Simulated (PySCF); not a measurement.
Core-level binding energies of diphosphorus tetrafluoride

Species: diphosphorus tetrafluoride, P2F4.
Atom-mapped SMILES: `[F:1][P:2]([F:3])[P:4]([F:5])[F:6]`

Structure used (PBE0-D3(BJ)/def2-SVP), in Å, numbered top down from 1:
```xyz
6
P2F4 angstrom
F     -1.239   -0.978   -1.285
P     -0.483   -1.025    0.142
F     -1.678   -0.462    1.073
P      0.487    1.014   -0.141
F      1.281    0.976    1.264
F      1.656    0.444   -1.099
```

Level of theory: delta-SCF UKS SCAN, pcX-2 on the ionised atom, pcseg-1 elsewhere, spin-free X2C (PySCF 2.14.0). Each binding energy is the total energy of the core-ionised species, with the hole localised on one atom, minus that of the ground state; both are solved self-consistently, so orbital relaxation is included.

Q: List the computed XPS lines with their assignment.

A: 
```csv
atom(s),bonded to,level,binding energy (eV),count
F1/F3/F5/F6,P,F 1s,693.43,4
P2/P4,2 F and P,P 1s,2153.78,2
```

Q: Give the binding energy of P 1s of P2/P4 in hartree and in kJ/mol.

A: 2153.78 eV = 79.1500 Eh = 207808 kJ/mol.

Q: Which effective nuclear charge Zeff reproduces each element's mean 1s value in the hydrogen-like formula E = 13.606 eV × Zeff²?

A: F (Z = 9): mean 693.4 eV, Zeff = 7.14, Z − Zeff = 1.86; P (Z = 15): mean 2153.8 eV, Zeff = 12.58, Z − Zeff = 2.42. Means run over the listed sites, weighted by atom count.

Topologically equivalent atoms share the value of their first member; where this conformer doesn't relate them by symmetry, their own values could differ. Not every level is listed. The structure is a single PBE0-D3(BJ)/def2-SVP conformer in the gas phase; no vibrational or solvent corrections.
